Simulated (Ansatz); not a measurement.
Mulliken charges of `N=C1[C@@H](F)[C@@H]1F` from PBE/def2-TZVPP in Ansatz (PBE0-D4/def2-TZVP geometry).

```tsv
atom	x (Å)	y (Å)	z (Å)	charge (e)
N1	0.510	0.682	-1.740	-0.145
C2	0.179	0.266	-0.609	-0.095
C3	-0.238	-0.795	0.331	0.114
F4	0.580	-1.785	0.769	-0.173
C5	-0.045	0.628	0.797	0.139
F6	-1.107	1.345	1.240	-0.172
H7	0.617	-0.095	-2.396	0.176
H8	-1.274	-1.115	0.227	0.080
H9	0.865	0.822	1.364	0.076
```

Problem. By hand: the dipole of these point charges (1 e Å = 4.8032 D).

Solution. Σ q r = (0.038, -0.093, -0.188) e Å, of length 0.213 e Å = 1.02 D.

Problem. How does the dipole of the full density compare? (Estimate.)

Solution. Ansatz gave: (-0.007, -0.275, -0.062) e Å, 1.35 D; the point charges give 0.76 times that, at 52° from its direction.

Point charges leave out the atoms' own dipoles, such as those of lone pairs, and Mulliken's split depends on the basis, so the two needn't agree.
